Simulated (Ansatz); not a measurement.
# SiNH2F (SMILES N[Si]F) at 6 levels

Aim: a comparison of 6 runs (B2PLYP/STO-3G, B3LYP/STO-3G, BHLYP/STO-3G, revPBE/STO-3G, RPA@PBE/STO-3G, FCI/STO-3G) of SiNH2F. 

The results are computed with Ansatz 0.2.0.

69 further runs of the same task are left out: 69 set aside as unsound or not needed.

## Step 1: The molecule

SiNH2F has 5 atoms, charge 0, and is taken as a singlet. As SMILES, `N[Si]F`. The H4–N1 distance was set to 1.516 Å, away from the relaxed value. At this shape a bond of the SMILES string is far longer than usual.

Bond lengths: N1–Si2 1.702 Å, Si2–F3 1.622 Å, N1–H5 1.008 Å. Angles: N1–Si2–F3 98.5°, Si2–N1–H5 122.2°. A long bond or contact: N1–H4 1.516 Å.

## Step 2: The energy at B2PLYP/STO-3G (run 1)

Input file run.yaml:

```yaml
basis:
  gaussian: {orbitals: STO-3G}
crystal:
  periodic: [false, false, false]
  atoms:
    - {symbol: N, position_ang: [-0.674626, -0.194608, -0.286204]}
    - {symbol: Si, position_ang: [-0.117226, -1.568308, 0.549996]}
    - {symbol: F, position_ang: [1.312074, -0.983508, 1.046396]}
    - {symbol: H, position_ang: [0.085400, 1.109600, -0.420900]}
    - {symbol: H, position_ang: [-1.569026, -0.175608, -0.751104]}
hamiltonian: {xc: {name: B2PLYP}}
correlation: {frozen_orbitals: {F: 1, H: 0, "N": 1, Si: 5}}
accuracy: high
```

On the command line:

```sh
$ ansatz run run.yaml --threads 1 --pin off --max-ram 2610MiB --events-out events.jsonl --progress --plain --runs-dir runs
```

Standard output:

```text
Warning: RAYON_NUM_THREADS=1 ignored (pool sized by the plan → 1); use --threads N
Functional definition: B2PLYP
  name "B2PLYP"
  parameter a = 0.53
  parameter c = 0.27
  exchange = (1 - a)*b88_x + a*exact_x
  correlation = (1 - c)*lyp_c + c*(mp2_os + mp2_ss)
383 factors; integrals over basis functions are off by at most 2.8e-8 eV
mean field evaluation 1: about -11951.3308 eV, gradient 2.3e1 eV
mean field evaluation 2: about -11951.3403 eV, gradient 2.3e1 eV
mean field evaluation 4: about -11953.3245 eV, gradient 2.2e0 eV
mean field evaluation 8: about -11953.3415 eV, gradient 1.9e-2 eV
mean field evaluation 16: about -11953.3415 eV, gradient 1.4e-7 eV
mean field -11953.34147890 eV, -439.2771970838 hartree, gradient 2.6e-8 eV, S^2 0.000000; 0 other end points of the search recorded, 0 dependent functions left out
7 core orbitals not correlated: weight in the atoms' cores, before any rotation towards them, 1.000 or more for the frozen orbitals, at most 0.000 for the correlated occupied ones
reference -11953.34149593 eV, -439.2771977096 hartree; 9, 9 occupied and 5, 5 virtual orbitals, 383 factors
second order -4.94910113 eV of doubles, -0.00000000 eV of singles
Total energy: -11954.67775324 eV, -439.3263042598 hartree
```

Run time: 1.8 s. Hardware: 1 thread of Arm Neoverse V1, shared host; peak memory 0.099 GiB.

## Step 3: The energy at B3LYP/STO-3G (run 2)

Input file in.yaml:

```yaml
crystal:
  periodic: [false, false, false]
  atoms:
    - {symbol: "N", position_ang: [-0.674626, -0.194608, -0.286204]}
    - {symbol: Si, position_ang: [-0.117226, -1.568308, 0.549996]}
    - {symbol: F, position_ang: [1.312074, -0.983508, 1.046396]}
    - {symbol: H, position_ang: [0.085400, 1.109600, -0.420900]}
    - {symbol: H, position_ang: [-1.569026, -0.175608, -0.751104]}
basis:
  gaussian: {orbitals: STO-3G}
hamiltonian: {xc: {name: B3LYP}}
accuracy: high
```

On the command line:

```sh
$ ansatz run in.yaml --threads 1 --pin off --max-ram 2610MiB --events-out events.jsonl --progress --plain --runs-dir runs
```

Standard output:

```text
Warning: RAYON_NUM_THREADS=1 ignored (pool sized by the plan → 1); use --threads N
Functional definition: B3LYP
  name "B3LYP"
  parameter a0 = 0.2
  parameter ax = 0.72
  parameter ac = 0.81
  exchange = (1 - a0 - ax)*slater_x + ax*b88_x + a0*exact_x
  correlation = (1 - ac)*vwn_rpa_c + ac*lyp_c
383 factors; integrals over basis functions are off by at most 2.8e-8 eV
mean field evaluation 1: about -11961.6350 eV, gradient 2.4e1 eV
mean field evaluation 2: about -11955.9204 eV, gradient 5.1e1 eV
mean field evaluation 4: about -11963.7433 eV, gradient 1.6e0 eV
mean field evaluation 8: about -11963.7176 eV, gradient 6.4e-2 eV
mean field evaluation 16: about -11963.7176 eV, gradient 1.2e-7 eV
mean field -11963.71757778 eV, -439.6585116844 hartree, gradient 2.7e-8 eV, S^2 0.000000; 0 other end points of the search recorded, 0 dependent functions left out
reference -11963.71760416 eV, -439.6585126538 hartree; 16, 16 occupied and 5, 5 virtual orbitals, 383 factors
Total energy: -11963.71760416 eV, -439.6585126538 hartree
```

It took 1.2 s on 1 thread of Arm Neoverse V1, shared host; peak memory 0.096 GiB.

Runs 3 to 5 aren't shown in full; the table further down has their settings and results.

## Step 4: The energy at FCI/STO-3G (run 6)

Input file run.yaml:

```yaml
crystal:
  periodic: [false, false, false]
  atoms:
    - {symbol: "N", position_ang: [-0.674626, -0.194608, -0.286204]}
    - {symbol: Si, position_ang: [-0.117226, -1.568308, 0.549996]}
    - {symbol: F, position_ang: [1.312074, -0.983508, 1.046396]}
    - {symbol: H, position_ang: [0.085400, 1.109600, -0.420900]}
    - {symbol: H, position_ang: [-1.569026, -0.175608, -0.751104]}
basis:
  gaussian:
    orbitals: STO-3G
accuracy: high
correlation:
  method: fci
  frozen_orbitals: {F: 1, H: 0, "N": 1, Si: 5}
total_charge: 0
```

On the command line:

```sh
$ ansatz run run.yaml --threads 1 --pin off --max-ram 2610MiB --events-out events.jsonl --progress --plain --runs-dir runs
```

Standard output:

```text
Warning: RAYON_NUM_THREADS=1 ignored (pool sized by the plan → 1); use --threads N
Functional definition: HF
  name "HF"
  exchange = exact_x
  correlation = 0
383 factors; integrals over basis functions are off by at most 2.8e-8 eV
mean field evaluation 1: about -11928.2457 eV, gradient 2.1e1 eV
mean field evaluation 2: about -11928.3077 eV, gradient 2.1e1 eV
mean field evaluation 4: about -11930.2262 eV, gradient 1.8e0 eV
mean field evaluation 8: about -11930.2471 eV, gradient 3.0e-4 eV
mean field -11930.24705460 eV, -438.4284926448 hartree, gradient 1.6e-8 eV, S^2 0.000000; 0 other end points of the search recorded, 0 dependent functions left out; unrestricted orbitals would lower it
mean field evaluation 16: about -11930.3028 eV, gradient 2.6e-1 eV
7 core orbitals not correlated: weight in the atoms' cores, before any rotation towards them, 1.000 or more for the frozen orbitals, at most 0.000 for the correlated occupied ones
reference -11930.24705460 eV, -438.4284926448 hartree; 9, 9 occupied and 5, 5 virtual orbitals, 383 factors
state -11934.75805135 eV, -438.5942687176 hartree
Total energy: -11934.75805135 eV, -438.5942687176 hartree
```

Run time: 23 s. Hardware: 1 thread of Arm Neoverse V1, shared host; peak memory 0.36 GiB.

## Step 5: Overview of the runs

```csv
run,level,frozen core orbitals,energy (Eh),wall time
1,B2PLYP/STO-3G,7,-439.326304,1.8 s
2,B3LYP/STO-3G,–,-439.658513,1.2 s
3,BHLYP/STO-3G,–,-439.600362,1.2 s
4,revPBE/STO-3G,–,-439.572763,1.2 s
5,RPA@PBE/STO-3G,7,-438.666829,1.7 s
6,FCI/STO-3G,7,-438.594269,23 s
```

## Step 6: Summary of results

```
                                          quantity          value
                               run 6: total energy  -438.59427 Eh
run 6: correlation energy (7 core orbitals frozen)     -165.8 mEh
```

**Reading.** Totals of different functionals can't be ranked against each other. In runs 1, 2, 3, 4, 5, 6 the basis is minimal, so the values are rough. All runs together took 30 s, the longest 23 s.
